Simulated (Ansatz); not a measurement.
## Ansatz (development build ahead of 0.2.0) run

```yaml
crystal:
  periodic: [false, false, false]
  atoms:
    - { symbol: C, position_ang: [0.00979, -0.40751, -0.09611] }
    - { symbol: O, position_ang: [0.00412, -0.37108, 1.09765] }
    - { symbol: O, position_ang: [-0.00239, 0.65413, -0.91025] }
    - { symbol: H, position_ang: [-0.00784, -1.33632, -0.69383] }
    - { symbol: H, position_ang: [-0.00628, 1.45002, -0.33548] }
basis:
  gaussian: { orbitals: cc-pVTZ }
hamiltonian:
  xc: hf
correlation:
  method: mp2
  frozen_orbitals: { C: 1, H: 0, O: 1 }
```

The input is written out in the form of the current development build from the run's settings.

The run gave:

| Property | Result |
| --- | --- |
| Converged | yes |
| Reference energy | -188.84076 hartree |
| Correlation energy | -0.62990 hartree |
| Total energy | -189.47066 hartree |
| Spin squared of the determinant | 0.000 |
